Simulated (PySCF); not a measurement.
**A rate constant, worked out**

An elementary step of CH6BN, closed shell (CH₆BN ([CH3][BH][NH2]) → CH₃B ([BH][CH2]) + NH₃ (still joined by a long B–N bond); B–N, C–H broken or loosened, N–H formed or tightened). The start structure is the reactant molecule, and the electronic barrier above it is 3.380 eV by CCSD(T) at an estimated basis limit (MP2 extrapolated from triple and quadruple zeta, plus CCSD(T) − MP2 in triple zeta). Computed with PySCF 2.14 with density fitting (its default auxiliary sets; JK sets also for MP2 and CCSD(T)) (basis: def2-TZVPP and def2-QZVPP); correlated methods freeze the cores. Extrapolation: Hartree–Fock as exp(−7.88 √X), correlation as X^−2.97. Harmonic wavenumbers (analytic Hessian with the translational sum rule) at PBE0-D4/def2-TZVP (PySCF 2.14 with density fitting (its default auxiliary sets; JK sets also for MP2 and CCSD(T))), in cm⁻¹:

Start: 142, 357, 526, 589, 787, 834, 842, 972, 1048, 1162, 1313, 1395, 1454, 1474, 1642, 2576, 3032, 3097, 3110, 3612, 3711.

Saddle: 1672i, 326, 433, 635, 679, 779, 797, 833, 895, 1003, 1063, 1278, 1345, 1478, 1556, 1908, 2650, 3121, 3210, 3573, 3687.

(1) Work out the transition-state-theory rate constant at 800 K from these numbers alone (harmonic vibrations; rotation, path degeneracy and anharmonicity left out), and the Wigner tunnelling factor. Use 1 cm⁻¹ = 1.2398 × 10⁻⁴ eV and k_B = 8.617 × 10⁻⁵ eV/K.

T1 diagnostic: at most 0.013.

Answers

(1) Zero-point energies, half the sums: start 33675/2 cm⁻¹ = 2.0876 eV; saddle, real modes only, 31249/2 cm⁻¹ = 1.9372 eV.
Barrier with zero-point energy: 3.380 + 1.9372 − 2.0876 = 3.2296 eV.
k_BT = 0.06894 eV, so the barrier is 46.85 k_BT.
Vibrational partition functions from the zero-point level, ln q = −Σ ln(1 − exp(−hν/k_BT)): start 4.832, saddle 3.918.
k = (k_BT/h) exp(ln q‡ − ln q) exp(−E0/k_BT), with log₁₀(k_BT/h in s⁻¹) = 13.22: log₁₀ k = 13.22 + (-0.914 − 46.85)/2.3026 = -7.52, so k ≈ 3 × 10^(-8) s⁻¹.
Wigner factor: 1 + (hν‡/k_BT)²/24 = 1 + (3.01)²/24 = 1.38. A change of 1 kcal/mol (0.043 eV) in the barrier would change k by a factor of 1.9 at this temperature.

Labels in which every atom is bracketed show which atoms are joined, not bond orders.

For scale, one of the runs: CCSD(T)/def2-TZVPP, 177 basis functions, launched by `OMP_NUM_THREADS=4 python run.py`. Hardware: 4 CPU threads of an Arm Neoverse V1, shared host. Wall time 2.9 min; peak host memory 1.5 GiB.
